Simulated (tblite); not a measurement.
Compound: C4H7P.
Z-matrix (Å and degrees, GFN2-xTB geometry), rows numbered from 1:
```
C 
C   1  1.3338
C   2  1.4399  1  125.51
C   3  1.4985  2  118.97  1     0.01
P   3  1.6961  2  122.84  1  -179.96
H   1  1.0766  2  121.21  3   179.94
H   1  1.0762  2  122.61  3    -0.05
H   2  1.0845  1  118.85  3  -179.97
H   4  1.0903  3  110.51  2    59.33
H   4  1.0903  3  110.47  2   -60.07
H   4  1.0889  3  110.55  2   179.64
H   5  1.4039  3   96.76  2    -0.07
```

All values are computed: GFN2-xTB (tblite) harmonic vibrations without scaling, gas phase. Against measured fundamentals such values can be off by several per cent, at times by over 20. Modes of hydrogen on phosphorus can be 10 to 20 % off. One conformer, not necessarily the lowest.

Harmonic wavenumbers (cm⁻¹): 115.1, 200.9, 267.7, 324.4, 347.3, 461.5, 499.7, 651.8, 743.0, 872.6, 902.2, 964.1, 989.3, 1018.3, 1034.6, 1234.5, 1272.0, 1326.4, 1394.4, 1406.3, 1472.4, 1487.2, 1626.5, 2217.5, 2987.8, 3000.8, 3021.3, 3027.4, 3110.9, 3135.8.

A = 7554, B = 2669, C = 1996 MHz; mass 86.029 u (most abundant isotopes); point group Cs, symmetry number 1.

Problem. Zero-point energy?

Solution. Half the sum of the wavenumbers: 20557 cm⁻¹ = 58.77 kcal/mol.

Problem. Give the ideal-gas entropy at 400 K and 1 bar in the rigid-rotor, harmonic-oscillator model (classical rotation).

Solution. Translation 40.76, rotation 27.36, vibration 17.93: S = 86.0 cal/(mol K).

Problem. And Cp and H(400 K) − H(0)?

Solution. Cp = 30.27 cal/(mol K), of which vibrations give 22.32 (their classical limit is 30 R = 59.6); H(400 K) − H(0) = 7.37 kcal/mol without the zero-point energy, 4.19 from vibrations.

Problem. What must be added to the electronic energy to get the Gibbs energy at 400 K and 1 bar?

Solution. ZPE + [H(400 K) − H(0)] − T·S = 58.77 + 7.37 − 34.42 = 31.72 kcal/mol.

Problem. Which modes carry the vibrational entropy at 400 K?

Solution. 115.1 cm⁻¹: 3.75; 200.9 cm⁻¹: 2.68; 267.7 cm⁻¹: 2.14; 324.4 cm⁻¹: 1.79; 347.3 cm⁻¹: 1.67; 461.5 cm⁻¹: 1.19 cal/(mol K); the other 24 give 4.71 together.

Hindered rotation and anharmonicity are outside this model. Other conformers, if any are populated, would add a mixing term that is left out.
